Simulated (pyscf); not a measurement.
Optimised with ωB97X-D3(BJ)/def2-SVP in PySCF. Correlated levels are frozen-core, on RHF or UHF. ΔMP2 is the change of the MP2 total energy from the triple- to the quadruple-zeta basis.

Estimate the classical barrier height and the reaction energy of HP=PH + PH₃ → H₂P–PH–PH₂ at CCSD(T)/def2-TZVPP + ΔMP2(QZVPP). The step runs on the singlet surface, breaks H–P and forms P–P, H–P; take the separated reactants as zero.

ΔE‡ = 44.3 kcal/mol, ΔE = -22.1 kcal/mol. Zero-point energy shifts the barrier by +0.6 kcal/mol. It is an addition across a multiple bond or ene-type step, with an imaginary mode of 957i cm⁻¹. From the product side, PH₂• + •HP–PH₂ lies, by one bond made or cut, 14.6 kcal/mol under this saddle at ωB97M-D3(BJ)/def2-TZVP. One saddle was located; it need not be the lowest between these sides. A restricted solution here is unstable towards spin polarisation, so biradical character is likely and single-reference numbers are less safe. The CCSD(T) − MP2 part came from Ansatz, without density fitting, on the same reference.
